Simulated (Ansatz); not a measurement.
AlH3F− (SMILES [H][Al-]([H])([H])[F]): the energy, rung by rung

AlH3F− has 5 atoms, charge -1, and is taken as a singlet. SMILES: `[H][Al-]([H])([H])[F]`. The shape comes from GFN2-xTB, which is rough for such elements, and wasn't checked as a minimum.

```
atom    x (Å)    y (Å)    z (Å)
  Al  -0.0006   0.0002  -0.0375
   F   0.0114  -0.0193   1.6579
   H   1.5299   0.0115  -0.5503
   H  -0.7746   1.3326  -0.5198
   H  -0.7662  -1.3250  -0.5502
```

Quantity: the energy change with the Al1–H3 bond stretched from 1.614 to 4.035 Å, in eV. The values are calculated.

```tsv
level	kind	program	value (eV)	less FCI/STO-3G	CPU time (all runs)
BLYP/STO-3G (restricted)	GGA	Ansatz	5.29	-1.09	1.6 s
r2SCAN/STO-3G (restricted)	meta-GGA	Ansatz	5.80	-0.58	3.8 s
B3LYP/STO-3G (restricted)	global hybrid	Ansatz	6.00	-0.38	1.8 s
BHLYP/STO-3G (restricted)	global hybrid	Ansatz	6.90	+0.52	1.6 s
wB97M-V/STO-3G (restricted)	range-separated hybrid	Ansatz	6.80	+0.42	23 s
B2PLYP/STO-3G (restricted)	double hybrid	Ansatz	6.10	-0.28	2 s
MP2/STO-3G (restricted)	perturbation theory	Ansatz	7.17	+0.79	0.15 s
CCSDT(Q)/STO-3G (restricted)	coupled cluster or CI	Ansatz	6.52	+0.14	0.43 s
CCSDTQ/STO-3G (restricted)	coupled cluster or CI	Ansatz	6.38	0.00	6 s
FCI/STO-3G	exact in the basis	Ansatz	6.38	0.00	0.84 s
```

FCI/STO-3G is exact within its basis and frozen core, so for wave-function methods in that basis the difference is their error; functionals converge differently with the basis, so for them it is only a difference. Sets without diffuse functions describe the anion poorly. The first shape isn't each level's own minimum. The values span 5.29 to 7.17 eV. All rows use very small basis sets, so even the best lies far from the true value. CPU times are rough (shared hosts, several kinds of processor): they show what a rung costs within a factor of a few.
